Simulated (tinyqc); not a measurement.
Inside a calculation (part 1 of 2). Method: MP2 on RHF in the sto-3g basis, for CH3-, spin multiplicity 1. The basis has no diffuse functions, so it cannot describe the extra electron: this is an exercise in the method, not the real anion. Computed by tinyqc, a small Python program that keeps every step (integrals from PySCF). Settings: charge = -1, multiplicity = 1, basis = sto-3g, method = RHF, energy threshold = 1e-10, iteration cap = 61, orthogonalisation = canonical, start = Wolfsberg-Helmholz matrix, DIIS depth = 6. Command: `OMP_NUM_THREADS=1 python tinyqc.py 29602 29603 out.jsonl` (the two numbers bound the seeds that draw the settings). One thread of a shared host (Intel(R) Xeon(R) Processor @ 2.60GHz), about 0.1 s of CPU time with the checks. The early iterations of the SCF are left out here.

## One-electron integrals

Geometry (angstrom):
```
atom          x          y         z
C      0.000000   0.000000  0.019000
H      1.194000   0.000000  0.000000
H     -0.597000   1.034000  0.000000
H     -0.597000  -1.034000  0.000000
```

Basis sto-3g: exponents (1/bohr^2) and contraction coefficients of normalised primitives:
```
element  l (shell)   exponent  coefficient
C            s (1)  71.616837     0.154329
C            s (1)  13.045096     0.535328
C            s (1)   3.530512     0.444635
C            s (2)   2.941249    -0.099967
C            s (2)   0.683483     0.399513
C            s (2)   0.222290     0.700115
C            p (3)   2.941249     0.155916
C            p (3)   0.683483     0.607684
C            p (3)   0.222290     0.391957
H            s (1)   3.425251     0.154329
H            s (1)   0.623914     0.535328
H            s (1)   0.168855     0.444635
```

Overlap, kinetic and nuclear-attraction integrals over the contracted functions; the nuclear repulsion is the sum of Za Zb / Rab.

nuclear repulsion = 8.74432089 hartree

overlap S:
```
           1C 1s     1C 2s     1C 2px     1C 2py     1C 2pz      2H 1s      3H 1s      4H 1s
1C 1s   1.000000  0.248362   0.000000   0.000000   0.000000   0.048869   0.048872   0.048872
1C 2s   0.248362  1.000000   0.000000   0.000000   0.000000   0.432556   0.432572   0.432572
1C 2px  0.000000  0.000000   1.000000   0.000000   0.000000   0.429498  -0.214760  -0.214760
1C 2py  0.000000  0.000000   0.000000   1.000000   0.000000   0.000000   0.371963  -0.371963
1C 2pz  0.000000  0.000000   0.000000   0.000000   1.000000  -0.006835  -0.006835  -0.006835
2H 1s   0.048869  0.432556   0.429498   0.000000  -0.006835   1.000000   0.106507   0.106507
3H 1s   0.048872  0.432572  -0.214760   0.371963  -0.006835   0.106507   1.000000   0.106517
4H 1s   0.048872  0.432572  -0.214760  -0.371963  -0.006835   0.106507   0.106517   1.000000
```

kinetic energy T (hartree):
```
            1C 1s      1C 2s     1C 2px     1C 2py     1C 2pz      2H 1s      3H 1s      4H 1s
1C 1s   15.891122  -0.085890   0.000000   0.000000   0.000000  -0.012240  -0.012240  -0.012240
1C 2s   -0.085890   0.472250   0.000000   0.000000   0.000000   0.076044   0.076052   0.076052
1C 2px   0.000000   0.000000   1.477728   0.000000   0.000000   0.201334  -0.100677  -0.100677
1C 2py   0.000000   0.000000   0.000000   1.477728   0.000000   0.000000   0.174372  -0.174372
1C 2pz   0.000000   0.000000   0.000000   0.000000   1.477728  -0.003204  -0.003204  -0.003204
2H 1s   -0.012240   0.076044   0.201334   0.000000  -0.003204   0.760032  -0.010784  -0.010784
3H 1s   -0.012240   0.076052  -0.100677   0.174372  -0.003204  -0.010784   0.760032  -0.010784
4H 1s   -0.012240   0.076052  -0.100677  -0.174372  -0.003204  -0.010784  -0.010784   0.760032
```

nuclear attraction V (hartree):
```
             1C 1s      1C 2s     1C 2px     1C 2py     1C 2pz      2H 1s      3H 1s      4H 1s
1C 1s   -34.982186  -4.522413   0.000001   0.000000   0.000674  -0.902854  -0.902917  -0.902917
1C 2s    -4.522413  -6.496021   0.000010   0.000000   0.007193  -2.320329  -2.320438  -2.320438
1C 2px    0.000001   0.000010  -6.506685   0.000000   0.000000  -2.125616   1.062878   1.062878
1C 2py    0.000000   0.000000   0.000000  -6.506685   0.000000   0.000000  -1.840893   1.840893
1C 2pz    0.000674   0.007193   0.000000   0.000000  -6.347892   0.035320   0.035322   0.035322
2H 1s    -0.902854  -2.320329  -2.125616   0.000000   0.035320  -4.359140  -0.520037  -0.520037
3H 1s    -0.902917  -2.320438   1.062878  -1.840893   0.035322  -0.520037  -4.359207  -0.520082
4H 1s    -0.902917  -2.320438   1.062878   1.840893   0.035322  -0.520037  -0.520082  -4.359207
```

core Hamiltonian H = T + V (hartree):
```
             1C 1s      1C 2s     1C 2px     1C 2py     1C 2pz      2H 1s      3H 1s      4H 1s
1C 1s   -19.091064  -4.608303   0.000001   0.000000   0.000674  -0.915095  -0.915158  -0.915158
1C 2s    -4.608303  -6.023771   0.000010   0.000000   0.007193  -2.244285  -2.244387  -2.244387
1C 2px    0.000001   0.000010  -5.028956   0.000000   0.000000  -1.924283   0.962201   0.962201
1C 2py    0.000000   0.000000   0.000000  -5.028957   0.000000   0.000000  -1.666521   1.666521
1C 2pz    0.000674   0.007193   0.000000   0.000000  -4.870164   0.032116   0.032118   0.032118
2H 1s    -0.915095  -2.244285  -1.924283   0.000000   0.032116  -3.599108  -0.530821  -0.530821
3H 1s    -0.915158  -2.244387   0.962201  -1.666521   0.032118  -0.530821  -3.599175  -0.530866
4H 1s    -0.915158  -2.244387   0.962201   1.666521   0.032118  -0.530821  -0.530866  -3.599175
```

## Two-electron integrals

Functions are numbered as in S; the eight-fold symmetry (ij|kl) = (ji|kl) = (kl|ij) leaves the list below.

Two-electron integrals (ij|kl) in chemists' order, unique and non-zero (hartree):
```
(11|11) 3.541948    (21|11) 0.576921    (21|21) 0.111888    (22|11) 0.854682
(22|21) 0.205284    (22|22) 0.624709    (31|31) 0.020296    (32|31) 0.030858
(32|32) 0.137996    (33|11) 0.852436    (33|21) 0.205335    (33|22) 0.624568
(33|33) 0.672833    (41|41) 0.020296    (42|41) 0.030858    (42|42) 0.137996
(43|43) 0.036269    (44|11) 0.852436    (44|21) 0.205335    (44|22) 0.624568
(44|33) 0.600295    (44|44) 0.672833    (51|51) 0.020296    (52|51) 0.030858
(52|52) 0.137996    (53|53) 0.036269    (54|54) 0.036269    (55|11) 0.852436
(55|21) 0.205335    (55|22) 0.624568    (55|33) 0.600295    (55|44) 0.600295
(55|55) 0.672833    (61|11) 0.114105    (61|21) 0.022004    (61|22) 0.040323
(61|31) 0.001336    (61|32) 0.002497    (61|33) 0.040613    (61|44) 0.040185
(61|51) -0.000021   (61|52) -0.000040   (61|53) -0.000007   (61|55) 0.040185
(61|61) 0.004424    (62|11) 0.281988    (62|21) 0.068676    (62|22) 0.230976
(62|31) 0.006535    (62|32) 0.045641    (62|33) 0.241984    (62|44) 0.225360
(62|51) -0.000104   (62|52) -0.000726   (62|53) -0.000265   (62|55) 0.225364
(62|61) 0.014098    (62|62) 0.113332    (63|11) 0.243452    (63|21) 0.060044
(63|22) 0.214127    (63|31) 0.011842    (63|32) 0.075744    (63|33) 0.235410
(63|44) 0.203367    (63|51) -0.000079   (63|52) -0.000623   (63|53) -0.000369
(63|55) 0.203371    (63|61) 0.012886    (63|62) 0.124736    (63|63) 0.148472
(64|41) 0.006878    (64|42) 0.036599    (64|43) 0.008848    (64|54) -0.000141
(64|64) 0.013677    (65|11) -0.003874   (65|21) -0.000955   (65|22) -0.003407
(65|31) -0.000079   (65|32) -0.000623   (65|33) -0.003464   (65|44) -0.003236
(65|51) 0.006879    (65|52) 0.036609    (65|53) 0.008852    (65|55) -0.003518
(65|61) -0.000205   (65|62) -0.001985   (65|63) -0.002145   (65|65) 0.013711
(66|11) 0.436372    (66|21) 0.108079    (66|22) 0.413884    (66|31) 0.012690
(66|32) 0.119801    (66|33) 0.457006    (66|44) 0.392054    (66|51) -0.000202
(66|52) -0.001906   (66|53) -0.001034   (66|55) 0.392070    (66|61) 0.022489
(66|62) 0.259242    (66|63) 0.314787    (66|65) -0.005009   (66|66) 0.774606
(71|11) 0.114113    (71|21) 0.022005    (71|22) 0.040325    (71|31) -0.000668
(71|32) -0.001248   (71|33) 0.040294    (71|41) 0.001157    (71|42) 0.002162
(71|43) -0.000185   (71|44) 0.040508    (71|51) -0.000021   (71|52) -0.000040
(71|53) 3.41e-06    (71|54) -0.000006   (71|55) 0.040187    (71|61) 0.004282
(71|62) 0.013216    (71|63) 0.011301    (71|64) 0.000462    (71|65) -0.000193
(71|66) 0.020695    (71|71) 0.004424    (72|11) 0.282001    (72|21) 0.068679
(72|22) 0.230986    (72|31) -0.003268   (72|32) -0.022822   (72|33) 0.229526
(72|41) 0.005659    (72|42) 0.039528    (72|43) -0.007199   (72|44) 0.237838
(72|51) -0.000104   (72|52) -0.000726   (72|53) 0.000132    (72|54) -0.000229
(72|55) 0.225374    (72|61) 0.013216    (72|62) 0.079606    (72|63) 0.068862
(72|64) 0.009426    (72|65) -0.001356   (72|66) 0.140746    (72|71) 0.014100
(72|72) 0.113341    (73|11) -0.121734   (73|21) -0.030024   (73|22) -0.107070
(73|31) 0.008119    (73|32) 0.046388    (73|33) -0.112332   (73|41) -0.002150
(73|42) -0.016951   (73|43) 0.010769    (73|44) -0.107070   (73|51) 0.000040
(73|52) 0.000311    (73|53) -0.000198   (73|54) 0.000099    (73|55) -0.101691
(73|61) -0.005251   (73|62) -0.026268   (73|63) -0.014757   (73|64) -0.002277
(73|65) 0.000440    (73|66) -0.038861   (73|71) -0.006444   (73|72) -0.062374
(73|73) 0.047381    (74|11) 0.210842    (74|21) 0.052001    (74|22) 0.185444
(74|31) -0.002150   (74|32) -0.016951   (74|33) 0.179232    (74|41) 0.010602
(74|42) 0.065960    (74|43) -0.009805   (74|44) 0.200770    (74|51) -0.000068
(74|52) -0.000539   (74|53) 0.000099    (74|54) -0.000312   (74|55) 0.176129
(74|61) 0.010017    (74|62) 0.064348    (74|63) 0.055409    (74|64) 0.015919
(74|65) -0.001074   (74|66) 0.114479    (74|71) 0.011161    (74|72) 0.108031
(74|73) -0.058372   (74|74) 0.114779    (75|11) -0.003874   (75|21) -0.000956
(75|22) -0.003408   (75|31) 0.000040    (75|32) 0.000311    (75|33) -0.003293
(75|41) -0.000068   (75|42) -0.000539   (75|43) 0.000099    (75|44) -0.003408
(75|51) 0.006880    (75|52) 0.036611    (75|53) -0.004426   (75|54) 0.007666
(75|55) -0.003518   (75|61) -0.000193   (75|62) -0.001356   (75|63) -0.001150
(75|64) -0.000156   (75|65) 0.008954    (75|66) -0.002537   (75|71) -0.000205
(75|72) -0.001985   (75|73) 0.001073    (75|74) -0.001858   (75|75) 0.013713
(76|11) 0.062137    (76|21) 0.015183    (76|22) 0.052854    (76|31) 0.000602
(76|32) 0.004485    (76|33) 0.053328    (76|41) 0.001043    (76|42) 0.007768
(76|43) 0.000333    (76|44) 0.053712    (76|51) -0.000038   (76|52) -0.000285
(76|53) -0.000039   (76|54) -0.000067   (76|55) 0.051469    (76|61) 0.003039
(76|62) 0.023031    (76|63) 0.023531    (76|64) 0.002510    (76|65) -0.000444
(76|66) 0.049019    (76|71) 0.003039    (76|72) 0.023032    (76|73) -0.009592
(76|74) 0.021633    (76|75) -0.000444   (76|76) 0.005787    (77|11) 0.436382
(77|21) 0.108081    (77|22) 0.413892    (77|31) -0.006345   (77|32) -0.059903
(77|33) 0.408300    (77|41) 0.010990    (77|42) 0.103752    (77|43) -0.028126
(77|44) 0.440776    (77|51) -0.000202   (77|52) -0.001906   (77|53) 0.000517
(77|54) -0.000895   (77|55) 0.392077    (77|61) 0.020694    (77|62) 0.140742
(77|63) 0.118570    (77|64) 0.023586    (77|65) -0.002537   (77|66) 0.255212
(77|71) 0.022491    (77|72) 0.259254    (77|73) -0.157403   (77|74) 0.272621
(77|75) -0.005009   (77|76) 0.049019    (77|77) 0.774606    (81|11) 0.114113
(81|21) 0.022005    (81|22) 0.040325    (81|31) -0.000668   (81|32) -0.001248
(81|33) 0.040294    (81|41) -0.001157   (81|42) -0.002162   (81|43) 0.000185
(81|44) 0.040508    (81|51) -0.000021   (81|52) -0.000040   (81|53) 3.41e-06
(81|54) 0.000006    (81|55) 0.040187    (81|61) 0.004282    (81|62) 0.013216
(81|63) 0.011301    (81|64) -0.000462   (81|65) -0.000193   (81|66) 0.020695
(81|71) 0.004282    (81|72) 0.013217    (81|73) -0.006051   (81|74) 0.009556
(81|75) -0.000193   (81|76) 0.002884    (81|77) 0.020696    (81|81) 0.004424
(82|11) 0.282001    (82|21) 0.068679    (82|22) 0.230986    (82|31) -0.003268
(82|32) -0.022822   (82|33) 0.229526    (82|41) -0.005659   (82|42) -0.039528
(82|43) 0.007199    (82|44) 0.237838    (82|51) -0.000104   (82|52) -0.000726
(82|53) 0.000132    (82|54) 0.000229    (82|55) 0.225374    (82|61) 0.013216
(82|62) 0.079606    (82|63) 0.068862    (82|64) -0.009426   (82|65) -0.001356
(82|66) 0.140746    (82|71) 0.013217    (82|72) 0.079610    (82|73) -0.042597
(82|74) 0.054925    (82|75) -0.001356   (82|76) 0.017308    (82|77) 0.140749
(82|81) 0.014100    (82|82) 0.113341    (83|11) -0.121734   (83|21) -0.030024
(83|22) -0.107070   (83|31) 0.008119    (83|32) 0.046388    (83|33) -0.112332
(83|41) 0.002150    (83|42) 0.016951    (83|43) -0.010769   (83|44) -0.107070
(83|51) 0.000040    (83|52) 0.000311    (83|53) -0.000198   (83|54) -0.000099
(83|55) -0.101691   (83|61) -0.005251   (83|62) -0.026268   (83|63) -0.014757
(83|64) 0.002277    (83|65) 0.000440    (83|66) -0.038861   (83|71) -0.006051
(83|72) -0.042597   (83|73) 0.031260    (83|74) -0.028845   (83|75) 0.000711
(83|76) -0.007162   (83|77) -0.079717   (83|81) -0.006444   (83|82) -0.062374
(83|83) 0.047381    (84|11) -0.210842   (84|21) -0.052001   (84|22) -0.185444
(84|31) 0.002150    (84|32) 0.016951    (84|33) -0.179232   (84|41) 0.010602
(84|42) 0.065960    (84|43) -0.009805   (84|44) -0.200770   (84|51) 0.000068
(84|52) 0.000539    (84|53) -0.000099   (84|54) -0.000312   (84|55) -0.176129
(84|61) -0.010017   (84|62) -0.064348   (84|63) -0.055409   (84|64) 0.015919
(84|65) 0.001074    (84|66) -0.114479   (84|71) -0.009556   (84|72) -0.054925
(84|73) 0.028845    (84|74) -0.030094   (84|75) 0.000918    (84|76) -0.012404
(84|77) -0.090894   (84|81) -0.011161   (84|82) -0.108031   (84|83) 0.058372
(84|84) 0.114779    (85|11) -0.003874   (85|21) -0.000956   (85|22) -0.003408
(85|31) 0.000040    (85|32) 0.000311    (85|33) -0.003293   (85|41) 0.000068
(85|42) 0.000539    (85|43) -0.000099   (85|44) -0.003408   (85|51) 0.006880
(85|52) 0.036611    (85|53) -0.004426   (85|54) -0.007666   (85|55) -0.003518
(85|61) -0.000193   (85|62) -0.001356   (85|63) -0.001150   (85|64) 0.000156
(85|65) 0.008954    (85|66) -0.002537   (85|71) -0.000193   (85|72) -0.001356
(85|73) 0.000711    (85|74) -0.000918   (85|75) 0.008955    (85|76) -0.000323
(85|77) -0.002537   (85|81) -0.000205   (85|82) -0.001985   (85|83) 0.001073
(85|84) 0.001858    (85|85) 0.013713    (86|11) 0.062137    (86|21) 0.015183
(86|22) 0.052854    (86|31) 0.000602    (86|32) 0.004485    (86|33) 0.053328
(86|41) -0.001043   (86|42) -0.007768   (86|43) -0.000333   (86|44) 0.053712
(86|51) -0.000038   (86|52) -0.000285   (86|53) -0.000039   (86|54) 0.000067
(86|55) 0.051469    (86|61) 0.003039    (86|62) 0.023031    (86|63) 0.023531
(86|64) -0.002510   (86|65) -0.000444   (86|66) 0.049019    (86|71) 0.002884
(86|72) 0.017308    (86|73) -0.007162   (86|74) 0.012404    (86|75) -0.000323
(86|76) 0.004538    (86|77) 0.030266    (86|81) 0.003039    (86|82) 0.023032
(86|83) -0.009592   (86|84) -0.021633   (86|85) -0.000444   (86|86) 0.005787
(87|11) 0.062142    (87|21) 0.015184    (87|22) 0.052859    (87|31) -0.001205
(87|32) -0.008970   (87|33) 0.053909    (87|44) 0.053140    (87|51) -0.000038
(87|52) -0.000285   (87|53) 0.000078    (87|55) 0.051474    (87|61) 0.002885
(87|62) 0.017309    (87|63) 0.014324    (87|65) -0.000323   (87|66) 0.030268
(87|71) 0.003039    (87|72) 0.023034    (87|73) -0.013941   (87|74) 0.019125
(87|75) -0.000444   (87|76) 0.004538    (87|77) 0.049024    (87|81) 0.003039
(87|82) 0.023034    (87|83) -0.013941   (87|84) -0.019125   (87|85) -0.000444
(87|86) 0.004538    (87|87) 0.005788    (88|11) 0.436382    (88|21) 0.108081
(88|22) 0.413892    (88|31) -0.006345   (88|32) -0.059903   (88|33) 0.408300
(88|41) -0.010990   (88|42) -0.103752   (88|43) 0.028126    (88|44) 0.440776
(88|51) -0.000202   (88|52) -0.001906   (88|53) 0.000517    (88|54) 0.000895
(88|55) 0.392077    (88|61) 0.020694    (88|62) 0.140742    (88|63) 0.118570
(88|64) -0.023586   (88|65) -0.002537   (88|66) 0.255212    (88|71) 0.020696
(88|72) 0.140749    (88|73) -0.079717   (88|74) 0.090894    (88|75) -0.002537
(88|76) 0.030266    (88|77) 0.255219    (88|81) 0.022491    (88|82) 0.259254
(88|83) -0.157403   (88|84) -0.272621   (88|85) -0.005009   (88|86) 0.049019
(88|87) 0.049024    (88|88) 0.774606
```

## Orthogonalisation

S = U s U^T; canonical form X = U s^(-1/2), so that X^T S X = 1. Each column of U has its largest component positive (the first on a tie).

eigenvalues of S: 0.322577  0.418017  0.418024  0.970065  1.000463  1.475466  1.475471  1.919915

X:
```
                1          2          3          4          5          6          7          8
1C 1s   -0.353520   0.000000  -0.000044   0.956439   0.117172   0.000000   0.000010   0.174642
1C 2s    1.336003   0.000000   0.000124  -0.007320   0.013454   0.000000   0.000019   0.469938
1C 2px  -0.000128   0.000000   1.037127   0.000001   0.000000   0.000000   0.610742  -0.000017
1C 2py   0.000000   1.037130   0.000000   0.000000   0.000000   0.610746   0.000000   0.000000
1C 2pz  -0.019062   0.000000  -0.000002  -0.125269   0.992027   0.000000   0.000000  -0.006680
2H 1s   -0.629645   0.000000  -0.936923  -0.182887  -0.022421   0.000000   0.450746   0.299691
3H 1s   -0.629815  -0.811359   0.468373  -0.182878  -0.022420   0.390347  -0.225357   0.299713
4H 1s   -0.629815   0.811359   0.468373  -0.182878  -0.022420  -0.390347  -0.225357   0.299713
```

Within a degenerate level the vectors are fixed only up to a rotation; this is one choice.
